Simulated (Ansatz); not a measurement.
# CO+ (sextet): from Hartree-Fock to the top rungs, def2-QZVPP

One table from this session's results is given with a row withheld; the runs are named, their logs left out.

Computed with Ansatz 0.2.0, Gaussian basis. Level: def2-QZVPP, core rule «outside noble gas», up to 2 orbitals frozen.

Plan: UHF; ROHF; CCSD(T) on UHF.

### The system

The geometry is a PBE0/def2-TZVP stationary point (not a proven minimum) of the parent state, kept for this charge and spin.

2 atoms, charge 1, spin multiplicity 6.

Atoms are counted from 1 here; the program's logs count them from 0.

Bond lengths: O1–C2 1.308 Å.

Set-up of the first run:

File in.yaml:

```yaml
crystal:
  periodic: [false, false, false]
  atoms:
    - {symbol: O, position_ang: [0.000000, 0.000000, 0.000000]}
    - {symbol: C, position_ang: [0.000000, 0.000000, 1.308000]}
basis:
  gaussian: {orbitals: "def2-QZVPP.json"}
total_charge: 1
magnetization: {spin_polarized: true, initial_magnetization: 5}
hamiltonian: {xc: hf}
output: {orbitals: {seedname: orbitals}}
```

The run is started by

```bash
> ansatz run in.yaml --threads 1 --pin off --events-out ev --progress --plain --max-ram 2393MiB
```

Steps of the session up to this table: UHF; ROHF; CCSD(T) on UHF.

One of the session's tables, all rows but one given; the rest of the session is left out.

```
  method  from UCCSD(T) (meV)
    ROHF              +6178.5
     UHF              +5957.6
    UMP2               +762.8
   UCCSD                    ?
UCCSD(T)                    0
```

**Question.** Estimate the row for UCCSD.

**Answer.** from UCCSD(T) (meV): +138.7. In the column «from UCCSD(T) (meV)» it lies between UCCSD(T) (0) and UMP2 (+762.8).
